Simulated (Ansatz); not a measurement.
A made-up structure of C2H5Si, doublet:

```
8
angstrom
C -0.6782 1.0119 -0.6844
C 0.0830 0.0108 0.0352
Si 0.8495 -1.2333 0.8451
H -1.6530 0.6159 -1.0012
H -0.1596 1.3468 -1.5901
H -0.8779 1.8953 -0.0670
H 2.1952 -1.0766 1.4376
H 0.5320 0.9071 0.3797
```

It is relaxed with PBE-D4/def2-SVP and then PBE0-D4/def2-TZVP (Ansatz 0.2.0). Atoms count as bonded within 1.22 times the sum of their covalent radii (H–H: 0.88 Å). The end point is not checked to be a true minimum.

Question: Does its bonding change? (Judge from chemistry; the calculation decides.)

Answer: The calculation gives: No: no bond forms or breaks.

Where it ends: The first stage lowers the energy by 1.62 eV in 9 steps. It ends as C₂H₅Si ([CH3][CH][SiH]):
```
8
angstrom
C -0.6989 0.9808 -0.6872
C 0.3879 0.4252 0.1598
Si 0.4776 -1.1638 0.9497
H -1.4305 0.2259 -0.9807
H -0.2732 1.4109 -1.6027
H -1.2295 1.8007 -0.1890
H 1.9602 -1.3699 1.1693
H 1.0974 1.1682 0.5356
```

Labels in which every atom is bracketed show which atoms are joined, not bond orders.

For scale, one of the runs: PBE0-D4/def2-TZVP relaxation, 129 basis functions, launched by `ansatz run in.yaml --threads 2 --pin off --events-out ev --progress --plain --max-ram 4352MiB`. The run took about 34 s on 2 CPU threads of an Arm Neoverse V2 (shared host).
